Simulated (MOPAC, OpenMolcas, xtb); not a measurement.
**A ladder of methods for SiHOF (SMILES O[Si]F)**

SiHOF has 4 atoms, charge 0, and is taken as a singlet. As SMILES, `O[Si]F`. The shape is that of a GFN2-xTB optimisation.

```xyz
4

O    -0.5607    0.7358   -0.1787
Si    0.2701    0.0782    1.0294
F     0.9032   -1.2144    0.2263
H    -0.6125    0.4003   -1.0770
```

Quantity: the dipole moment, in D. The values are calculated.

| level | kind | program | value (D) |
| --- | --- | --- | --- |
| PM3 | semi-empirical | MOPAC | 1.72 |
| PM6 | semi-empirical | MOPAC | 1.02 |
| GFN0-xTB | semi-empirical | xtb | 1.26 |
| GFN1-xTB | semi-empirical | xtb | 0.87 |
| HF/MINI (RICD fitting) | Hartree–Fock | OpenMolcas | 1.20 |
| HF/STO-3G | Hartree–Fock | OpenMolcas | 0.27 |
| HF/3-21G | Hartree–Fock | OpenMolcas | 1.07 |
| HF/def2-SVP | Hartree–Fock | OpenMolcas | 1.12 |
| SVWN5/STO-3G | LDA | OpenMolcas | 1.36 |
| PBE/STO-3G | GGA | OpenMolcas | 1.23 |

The values span 0.27 to 1.72 D. Magnitudes only: a small dipole may point the other way at some levels. Sets without polarisation functions give poor dipoles.
